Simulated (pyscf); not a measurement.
## Four-centre exchange: `[OH][Si]([OH])([F])[F]` + `[ClH]` → `[OH][Si]([OH])([F])[F]` + `[ClH]`

Gas phase, singlet surface, charge 0. Bonds broken: O1–H6, Cl8–H9. Bonds formed: O1–H9, H6–Cl8. Structures and frequencies: ωB97X-D3(BJ)/def2-SVP in PySCF.

Transition state (Å):

```xyz
9

O     -0.0006     1.1568     0.9785
Si    -0.2117    -0.0385    -0.2029
O     -1.4036    -0.9771     0.3435
F     -0.5565     0.6978    -1.5765
F      1.1909    -0.7719    -0.4018
H      0.9099     1.1066     1.5619
H     -1.7348    -1.7447    -0.1334
Cl     0.8465     0.5665     3.3091
H     -0.3533     0.9029     1.9728
```

One imaginary mode, 1342i cm⁻¹; descent along it reached the two sides named, in the forms told below.

```json
[
 {"bond": "O1–H6", "change": "breaks", "reactant side (Å)": "0.963", "saddle": "1.083", "product side": "1.933"},
 {"bond": "Cl8–H9", "change": "breaks", "reactant side (Å)": "1.291", "saddle": "1.827", "product side": "3.7"},
 {"bond": "O1–H9", "change": "forms", "reactant side (Å)": "1.961", "saddle": "1.085", "product side": "0.964"},
 {"bond": "H6–Cl8", "change": "forms", "reactant side (Å)": "3.9", "saddle": "1.830", "product side": "1.293"}
]
```

Electronic energies relative to the separated reactants (kJ/mol):

| level | barrier | reaction energy | reverse barrier |
|---|---|---|---|
| ωB97X-D3(BJ)/def2-TZVP | 136.9 | 0.0 | 136.9 |
| PBE/def2-TZVP | 110.8 | 0.0 | 110.8 |
| r²SCAN/def2-TZVP | 118.1 | 0.0 | 118.1 |
| B3LYP-D3(BJ)/def2-TZVP | 126.7 | 0.0 | 126.7 |
| PBE0-D3(BJ)/def2-TZVP | 121.1 | 0.0 | 121.1 |
| M06-2X/def2-TZVP | 132.5 | 0.0 | 132.5 |
| ωB97M-D3(BJ)/def2-TZVP | 134.1 | 0.0 | 134.1 |
| HF/def2-TZVP | 196.9 | 0.0 | 196.9 |

With ωB97M-D3(BJ)/def2-TZVP energies and thermal terms (ideal gas, 1 atm, RRHO with modes under 100 cm⁻¹ raised to 100, one conformer, R ln 2 for chiral ones without a mode under 150 cm⁻¹), in kJ/mol:

| T (K) | ΔH‡ | ΔG‡ | ΔH | ΔG |
|---|---|---|---|---|
| 298 | 130.3 | 172.9 | 0.0 | 0.0 |
| 600 | 128.5 | 217.1 | 0.0 | 0.0 |
| 900 | 128.9 | 261.3 | 0.0 | 0.0 |
| 1200 | 130.5 | 305.3 | 0.0 | 0.0 |

On the reactant side the descent ends in a complex (not fully relaxed), 17.5 kJ/mol under the separated species and 154.4 kJ/mol under the saddle at ωB97X-D3(BJ)/def2-TZVP. On the product side the descent ends in a complex, 16.9 kJ/mol under the separated species and 153.8 kJ/mol under the saddle at ωB97X-D3(BJ)/def2-TZVP. The same reactants have a lower exit, to H₂O + HO–Si(F)(F)–Cl (barrier +72.7 kJ/mol at ωB97M-D3(BJ)/def2-TZVP, against +134.1 kJ/mol here). This is the saddle that the search found; another between the same sides may lie lower.
